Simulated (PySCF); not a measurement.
P₂. Atoms are numbered in the order given.

```xyz
2

P      0.0000     0.0000    -0.9442
P      0.0000     0.0000     0.9442
```

Geometry optimised at B3LYP-D3(BJ)/def2-TZVPD.

All values below come from TDDFT-M06-2X/def2-TZVPD (PySCF 2.14.0).

Vertical excitations; the highest root listed may be one member of a degenerate set. The molecule is in vacuum. State labels are in the subgroup D2h.

Give excitation energies, oscillator strengths and character. (Estimate from the structure and the level; the computed values follow.)


| state | symmetry | energy (eV) | λ (nm) | f | main pairs |
|---|---|---|---|---|---|
| S1 | Au | 3.08 | 402 | 0.000 | HOMO→LUMO+1 50 %, HOMO−1→LUMO 50 % |
| S2 | Au | 3.90 | 318 | 0.000 | HOMO−1→LUMO, HOMO→LUMO+1 (degenerate set) |
| S3 | B1u | 3.90 | 318 | 0.000 | HOMO→LUMO, HOMO−1→LUMO+1 (degenerate set) |
| S4 | B2g | 4.06 | 306 | 0.000 | HOMO−2→LUMO (degenerate set) |
| S5 | B3g | 4.06 | 306 | 0.000 | HOMO−2→LUMO+1 (degenerate set) |
| S6 | B1u | 6.23 | 199 | 0.276 | HOMO−1→LUMO+1 45 %, HOMO→LUMO 45 %, HOMO−2→LUMO+7 7 % |
| S7 | B3u | 7.57 | 164 | 0.170 | HOMO→LUMO+3 (degenerate set) |
| S8 | B2u | 7.57 | 164 | 0.170 | HOMO−1→LUMO+3 (degenerate set) |
| S9 | B2g | 7.64 | 162 | 0.000 | HOMO→LUMO+2 (degenerate set) |
| S10 | B3g | 7.64 | 162 | 0.000 | HOMO−1→LUMO+2 (degenerate set) |
| T1 | B1u | 2.79 | 444 | 0 | HOMO−1→LUMO+1 49 %, HOMO→LUMO 49 % |
| T2 | Au | 3.21 | 387 | 0 | HOMO−1→LUMO 50 %, HOMO→LUMO+1 50 % |
| T3 | Au | 3.34 | 371 | 0 | HOMO→LUMO+1, HOMO−1→LUMO (degenerate set) |
| T4 | B1u | 3.34 | 371 | 0 | HOMO→LUMO, HOMO−1→LUMO+1 (degenerate set) |
Triplets are in the Tamm–Dancoff approximation, which puts them higher than full response would, so one can lie above its singlet here.
